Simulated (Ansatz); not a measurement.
## Ansatz (development build ahead of 0.2.0) run

```yaml
crystal:
  periodic: [false, false, false]
  atoms:
    - { symbol: "N", position_ang: [-0.00954, 0.41845, -0.3381] }
    - { symbol: H, position_ang: [0.0353, 1.32009, 0.20007] }
    - { symbol: O, position_ang: [0.04475, -0.53823, 0.28696] }
basis:
  gaussian: { orbitals: "6-31G" }
hamiltonian:
  xc: hf
correlation:
  method: mp2
  frozen_orbitals: { H: 0, "N": 1, O: 1 }
```

The input is written out in the form of the current development build from the run's settings.

Output:

```
Converged                       : yes
Reference energy                : -129.70681 hartree
Correlation energy              : -0.23083 hartree
Total energy                    : -129.93763 hartree
Spin squared of the determinant : 0.000
```
